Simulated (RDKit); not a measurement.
RDKit input (UFF):

```python
from rdkit import Chem
from rdkit.Chem import AllChem, rdDetermineBonds

mol = Chem.MolFromXYZFile('mol.xyz')
rdDetermineBonds.DetermineBonds(mol, charge=-1)
print('SMILES', Chem.MolToSmiles(Chem.RemoveHs(mol)))
ff = AllChem.UFFGetMoleculeForceField(mol)
e0 = ff.CalcEnergy()
flag = ff.Minimize(maxIts=5000, forceTol=1e-5)
print(f'energy {e0:.4f} -> {ff.CalcEnergy():.4f} kcal/mol, converged: {flag == 0}')
print(Chem.MolToXYZBlock(mol))
```
mol.xyz:
```
6

O      1.15064415     0.27323898     0.38198658
C      0.02389777     0.31049500    -0.18794480
H     -0.18242979     1.19605197    -0.85698703
C     -1.03824297    -0.56806862    -0.13806164
H     -0.99655321    -1.47240569     0.46326975
H     -1.94009899    -0.36411639    -0.70613676
```

Task: Which steric energies does it print, before and after the minimisation?

Result: 17.21 and 0.30 kcal/mol. They count from the force field's own zero for this bonding and are no heats of formation.
